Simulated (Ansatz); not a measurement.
# C2H6OS: a ladder of functionals and wavefunction methods

An exercise on one series of results from a longer session: the logs are not shown, and one member is left open.

The runs use Ansatz 0.2.0, Gaussian basis; functionals in def2-TZVPP, the program's frozen cores in correlated methods.

The runs, in order: PBE-D4, r2SCAN-D4, PBE0-D4, B3LYP-D4, ωB97X-V, ωB97M-V, B2PLYP; CCSD(T)/def2-TZVPP; CCSD(T)/def2-QZVPP; extrapolation to the limit.

## Structure used throughout

The geometry comes from an earlier relaxation with PBE0-D4 in a triple-zeta def2 set; it is a stationary point, not always the lowest conformer.

SMILES `COCS`, 10 atoms, charge 0, spin multiplicity 1.

Atoms are counted from 1 here; the program's logs count them from 0.

Bond lengths: C1–O2 1.404 Å, C1–H5 1.089 Å, C1–H6 1.099 Å, C1–H7 1.096 Å, O2–C3 1.386 Å, C3–S4 1.824 Å, C3–H8 1.096 Å, C3–H9 1.090 Å, S4–H10 1.342 Å. Angles: O2–C1–H5 107.1°, O2–C1–H6 111.2°, O2–C1–H7 111.3°, H5–C1–H6 109.1°, H5–C1–H7 109.0°, H6–C1–H7 109.0°, C1–O2–C3 113.9°, O2–C3–S4 116.0°, O2–C3–H8 111.7°, O2–C3–H9 106.8°, S4–C3–H8 107.9°, S4–C3–H9 105.1°, H8–C3–H9 109.1°, C3–S4–H10 97.5°.

Set-up of the first run:

in.yaml

```yaml
crystal:
  periodic: [false, false, false]
  atoms:
    - {symbol: C, position_ang: [-0.328880, -0.003306, 1.280036]}
    - {symbol: O, position_ang: [-0.424503, -0.940289, 0.238825]}
    - {symbol: C, position_ang: [0.275192, -0.584311, -0.903957]}
    - {symbol: S, position_ang: [-0.397695, 0.825861, -1.845564]}
    - {symbol: H, position_ang: [-0.835342, -0.431059, 2.144295]}
    - {symbol: H, position_ang: [0.720058, 0.195907, 1.541015]}
    - {symbol: H, position_ang: [-0.815540, 0.941633, 1.012356]}
    - {symbol: H, position_ang: [1.327859, -0.370785, -0.683758]}
    - {symbol: H, position_ang: [0.218184, -1.432957, -1.585086]}
    - {symbol: H, position_ang: [0.260656, 1.799306, -1.198172]}
basis:
  gaussian: {orbitals: def2-TZVPP}
hamiltonian: {xc: pbe, dispersion: d4}
output: {forces: true, orbitals: {seedname: orbitals}}
```

Launch:

```
$ ansatz run in.yaml --threads 2 --pin off --events-out ev --progress --plain --max-ram 32768MiB --backend cpu
```

Among the steps run: PBE-D4 (GGA); r2SCAN-D4 (meta-GGA); PBE0-D4 (hybrid); B3LYP-D4 (hybrid); ωB97X-V (range-separated); ωB97M-V (range-separated); B2PLYP (double hybrid); CCSD(T) in def2-TZVPP; CCSD(T) in def2-QZVPP.

One table of the session follows, with a row left open; its other results are not shown here.

It belongs to the step «Atomisation energies». 

```
            method  atomisation energy (kJ/mol)
            PBE-D4                       3674.1
         r2SCAN-D4                       3600.0
           PBE0-D4                       3600.5
          B3LYP-D4                       3588.0
           ωB97X-V                       3600.9
           ωB97M-V                       3606.1
            B2PLYP                            ?
     HF/def2-TZVPP                       2553.7
    MP2/def2-TZVPP                       3543.6
   CCSD/def2-TZVPP                       3442.3
CCSD(T)/def2-TZVPP                       3497.6
           MP2/CBS                       3637.8
       CCSD(T)/CBS                       3588.0
```

Q: Estimate the row for B2PLYP from the others.

**Answer.** atomisation energy (kJ/mol): 3547.2. In the column «atomisation energy (kJ/mol)» it lies between MP2/def2-TZVPP (3543.6) and B3LYP-D4 (3588.0).
